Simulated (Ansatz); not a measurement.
# Loss of CH4: C4H10S → C3H6S + CH4

Species: C4H10S (isopropyl methyl sulfide) `CSC(C)C`, singlet; C3H6S `C=CSC`, singlet; CH4 (methane) `C`, singlet. 

Shapes, held fixed at every level: PBE0-D4/def2-TZVP. Flexible molecules stand in one conformer, not always the lowest. Programs: Ansatz 0.2.0. The zero-point and thermal change to 298 K, harmonic and unscaled (PBE0-D4/def2-TZVP), is -13.2 kJ/mol.

| level | kind | ΔH(298 K) (kJ/mol) | less CCSD(T)/CBS estimate | CPU time (sum over the molecules) |
| --- | --- | --- | --- | --- |
| SPW92/def2-TZVPP | LDA | +111.4 | +30.9 | 11 s |
| B3LYP-D4/def2-TZVPP | global hybrid | +65.6 | -14.9 | 44 s |
| wB97M-V/def2-TZVPP | range-separated hybrid | +81.6 | +1.1 | 100 s |
| wB97X-V/def2-TZVPP | range-separated hybrid | +89.9 | +9.4 | 62 s |
| MP2/def2-TZVPP | perturbation theory | +87.7 | +7.2 | – |
| CCSD(T)/def2-TZVPP | coupled cluster or CI | +78.6 | -1.9 | 70 min |
| CCSD(T)/CBS estimate | coupled cluster or CI | +80.5 | 0.0 | 74 min |

The highest level, CCSD(T)/CBS estimate, gives ΔH(298 K) = +80.5 kJ/mol; the levels span +65.6 to +111.4. The column of differences is taken from that level and isn't an error. No measured value is set beside it here. The CBS estimate extrapolates MP2 from def2-TZVPP and def2-QZVPP and adds CCSD(T) − MP2 in the triple-zeta set, cores frozen. Times are processor times on shared x86 and Arm servers, and rough.
